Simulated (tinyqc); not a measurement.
Inside a calculation. Method: extended Hueckel theory, for NH3-. The parameters take no account of the charge, which enters only through the electron count, and nothing here shows that the anion is bound. Computed by tinyqc, a small Python program that keeps every step (integrals from PySCF). Settings: charge = -1, K = 2.0, weighted = 1, multiplicity = 2. Command: `OMP_NUM_THREADS=1 python tinyqc.py 22244 22245 out.jsonl` (the two numbers bound the seeds that draw the settings). One thread of a shared host (Intel(R) Xeon(R) Processor @ 2.60GHz), about 0.01 s of CPU time with the checks.

## Overlaps

Geometry (angstrom):
```
atom          x          y         z
N      0.000000   0.000000  0.358000
H      0.926000   0.000000  0.000000
H     -0.463000   0.802000  0.000000
H     -0.463000  -0.802000  0.000000
```

Parameters chosen for this run:
```
element  shell  Slater exponent   H_ii (eV)
H           1s         1.300000  -13.600000
N           2s         1.950000  -26.000000
N           2p         1.950000  -13.400000
```

Slater orbitals, each expanded in six Gaussians scaled to its exponent.

overlap S:
```
           1N 2s     1N 2px     1N 2py     1N 2pz      2H 1s      3H 1s      4H 1s
1N 2s   1.000000   0.000000   0.000000   0.000000   0.494813   0.494782   0.494782
1N 2px  0.000000   1.000000   0.000000   0.000000   0.420143  -0.210053  -0.210053
1N 2py  0.000000   0.000000   1.000000   0.000000   0.000000   0.363850  -0.363850
1N 2pz  0.000000   0.000000   0.000000   1.000000  -0.162431  -0.162417  -0.162417
2H 1s   0.494813   0.420143   0.000000  -0.162431   1.000000   0.196685   0.196685
3H 1s   0.494782  -0.210053   0.363850  -0.162417   0.196685   1.000000   0.196656
4H 1s   0.494782  -0.210053  -0.363850  -0.162417   0.196685   0.196656   1.000000
```

## Wolfsberg-Helmholz matrix

diagonal H_ii (eV): 1N 2s -26.000000, 1N 2px -13.400000, 1N 2py -13.400000, 1N 2pz -13.400000, 2H 1s -13.600000, 3H 1s -13.600000, 4H 1s -13.600000

K = 2.000000

H_ij = K' S_ij (H_ii + H_jj)/2 for i != j (the diagonal keeps H_ii), with K' = K + D^2 + D^4 (1 - K), D = (H_ii - H_jj)/(H_ii + H_jj), K = 2.

H (eV):
```
             1N 2s      1N 2px      1N 2py      1N 2pz       2H 1s       3H 1s       4H 1s
1N 2s   -26.000000    0.000000    0.000000    0.000000  -20.461050  -20.459769  -20.459769
1N 2px    0.000000  -13.400000    0.000000    0.000000  -11.344185    5.671593    5.671593
1N 2py    0.000000    0.000000  -13.400000    0.000000    0.000000   -9.824228    9.824228
1N 2pz    0.000000    0.000000    0.000000  -13.400000    4.385765    4.385379    4.385379
2H 1s   -20.461050  -11.344185    0.000000    4.385765  -13.600000   -5.349819   -5.349819
3H 1s   -20.459769    5.671593   -9.824228    4.385379   -5.349819  -13.600000   -5.349054
4H 1s   -20.459769    5.671593    9.824228    4.385379   -5.349819   -5.349054  -13.600000
```

## Orbitals

valence electrons = 9

Solve H C = S C e through S^(-1/2); fill by pairs from the bottom, a degenerate level sharing its electrons equally; each orbital has its largest coefficient positive (the first on a tie).

orbital energies (eV): -30.620191  -17.506265  -17.506103  -13.743268  8.746847  8.748158  40.426337

occupations: 2.000000  2.000000  2.000000  2.000000  1.000000  0.000000  0.000000

coefficients:
```
              MO1        MO2        MO3        MO4        MO5        MO6        MO7
1N 2s    0.673395   0.000000  -0.000011   0.171989   0.000000  -0.000094   1.335596
1N 2px  -0.000003   0.000000   0.641187   0.000008   0.000000   1.039478   0.000145
1N 2py   0.000000   0.641171   0.000000   0.000000   1.039483   0.000000   0.000000
1N 2pz   0.020004   0.000000  -0.000007   0.968038   0.000000   0.000028  -0.446111
2H 1s    0.195330   0.000000   0.440001  -0.051436   0.000000  -1.021848  -0.731006
3H 1s    0.195317   0.381063  -0.220010  -0.051441  -0.884972   0.511022  -0.730796
4H 1s    0.195317  -0.381063  -0.220010  -0.051441   0.884972   0.511022  -0.730796
```

sum of one-electron energies = -150.004807 eV

Within a degenerate level the vectors are fixed only up to a rotation; this is one choice.

## Mulliken analysis

P = C n C^T; charge = valence electrons (H 1, N 5) minus the sum of (P S)_ii on the atom; overlap population = 2 sum P_ij S_ij between two atoms.

charges: 1N -1.016735, 2H 0.201881, 3H -0.092573, 4H -0.092573

Overlap populations:
```
pair      value
2-1    0.746762
3-1    0.077313
3-2   -0.044063
4-1    0.077313
4-2   -0.044063
4-3   -0.352092
```
